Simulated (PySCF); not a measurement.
C₂H₅B.
SMILES with atom numbers: `[BH2:1][CH:2]=[CH2:3]` (hydrogens: H4, H5 on B1; H6 on C2; H7, H8 on C3)

Method: core-valence-separated Tamm–Dancoff BHandHLYP/aug-pcX-1 (pcseg-1 on H) in PySCF, non-relativistic, gas phase, PBE0-D3(BJ)/def2-SVP geometry.

Computed carbon K-edge spectrum, Gaussian lines of 0.4 eV full width, highest printed point 100; it ends one width below the last computed root. No shift to experiment was applied.

```csv
photon energy (eV),absorption
281.0,0
281.1,3
281.2,11
281.3,31
281.4,65
281.5,96
281.6,100
281.7,74
281.8,39
281.9,15
282.0,4
282.1,1
282.2,0
282.3,0
282.4,0
282.5,0
282.6,0
282.7,0
282.8,0
282.9,0
283.0,0
283.1,0
283.2,0
283.3,0
283.4,0
283.5,0
283.6,0
283.7,0
283.8,1
283.9,3
284.0,9
284.1,19
284.2,30
284.3,33
284.4,26
284.5,14
284.6,6
284.7,2
284.8,0
284.9,0
285.0,0
285.1,1
285.2,4
285.3,9
285.4,14
285.5,15
285.6,12
285.7,7
285.8,3
285.9,1
286.0,2
286.1,6
286.2,10
286.3,12
286.4,12
286.5,10
286.6,10
286.7,17
286.8,25
286.9,30
287.0,25
287.1,16
287.2,8
```

Question: Where are the maxima, and which lines make them up?

Answer: 5 maxima:
- 281.6 eV: C3 (terminal =CH2 carbon), 281.55 eV, f = 0.064, 1s→π*, 65 % of the height at the exact maximum; C2 (alkene CH carbon), 281.58 eV, f = 0.035, 1s→π*, 35 % of the height at the exact maximum
- 284.3 eV: C2 (alkene CH carbon), 284.28 eV, f = 0.032, 100 % of the height at the exact maximum
- 285.5 eV: C2 (alkene CH carbon), 285.48 eV, f = 0.015, 100 % of the height at the exact maximum
- 286.3 eV: C3 (terminal =CH2 carbon), 286.31 eV, f = 0.011, 90 % of the height at the exact maximum
- 286.9 eV: C3 (terminal =CH2 carbon), 286.90 eV, f = 0.028, 97 % of the height at the exact maximum

Roots within 0.03 eV on the same or equivalent atoms count as one line; shares under 12 % aren't listed.

Vibrational structure and lifetime widths aren't in the curve. The ionisation threshold wasn't computed; near and above it a finite basis only mimics Rydberg series and continuum.
